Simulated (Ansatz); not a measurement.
# CH4NNa (SMILES C[NH][Na]): single points off equilibrium

One table from this session's results is given with a row withheld; the runs are named, their logs left out.

The runs use Ansatz 0.2.0, Gaussian basis; single points in def2-TZVPP.

Cores are frozen in the correlated methods. The outer core shell of Li, Na, Mg and K is correlated.

### Where the work starts

SMILES `C[NH][Na]`, 7 atoms, charge 0, spin multiplicity 1.

Atoms are counted from 1 here; the program's logs count them from 0.

Bond lengths: C1–N2 1.480 Å, C1–H4 1.024 Å, C1–H5 1.089 Å, C1–H6 1.126 Å, N2–Na3 2.004 Å, N2–H7 1.042 Å. Angles: N2–C1–H4 108.1°, N2–C1–H5 106.7°, N2–C1–H6 109.5°, H4–C1–H5 102.4°, H4–C1–H6 118.9°, H5–C1–H6 110.4°, C1–N2–Na3 123.5°, C1–N2–H7 104.4°, Na3–N2–H7 125.8°.

Geometry (Å):

```xyz
7

C    -0.4042    0.3594   -0.4215
N     0.6307   -0.1376    0.5123
Na    0.4863   -1.8750    1.5004
H    -0.3242   -0.1675   -1.2956
H    -1.3639    0.0220   -0.0327
H    -0.3687    1.4845   -0.4580
H     1.5145    0.2991    0.1746
```

Set-up of the first run:

File run/in.yaml:

```yaml
crystal:
  periodic: [false, false, false]
  atoms:
    - {symbol: C, position_ang: [-0.404200, 0.359400, -0.421500]}
    - {symbol: N, position_ang: [0.630700, -0.137600, 0.512300]}
    - {symbol: Na, position_ang: [0.486300, -1.875000, 1.500400]}
    - {symbol: H, position_ang: [-0.324200, -0.167500, -1.295600]}
    - {symbol: H, position_ang: [-1.363900, 0.022000, -0.032700]}
    - {symbol: H, position_ang: [-0.368700, 1.484500, -0.458000]}
    - {symbol: H, position_ang: [1.514500, 0.299100, 0.174600]}
basis:
  gaussian: {orbitals: def2-TZVPP}
correlation: {method: ccsd_t}
output: {forces: true}
```

No record of the launch command was kept for these runs.

Steps of the session up to this table: CCSD(T)/def2-TZVPP; PBE0-D4/def2-TZVPP; wB97M-V/def2-TZVPP; r2SCAN-D4/def2-TZVPP; PBE-D4/def2-TZVPP; r2SCANh-D4/def2-TZVPP; BLYP-D4/def2-TZVPP.

One of the session's tables, all rows but one given; the rest of the session is left out.

| method | RMS force component (eV/Å) | angle to CCSD(T) forces (°) | dipole (D) |
| --- | --- | --- | --- |
| CCSD(T) | 1.154 | reference | 6.40 |
| PBE0-D4 | ? | ? | ? |
| wB97M-V | 1.175 | 3.7 | 6.29 |
| r2SCAN-D4 | 1.171 | 3.1 | 6.10 |
| PBE-D4 | 1.168 | 7.5 | 5.34 |
| r2SCANh-D4 | 1.188 | 4.2 | 6.27 |
| BLYP-D4 | 1.126 | 7.7 | 5.11 |

Estimate the missing values for PBE0-D4.

The run gave: RMS force component (eV/Å): 1.211; angle to CCSD(T) forces (°): 5.7; dipole (D): 6.15. In the column «RMS force component (eV/Å)» it is the highest.
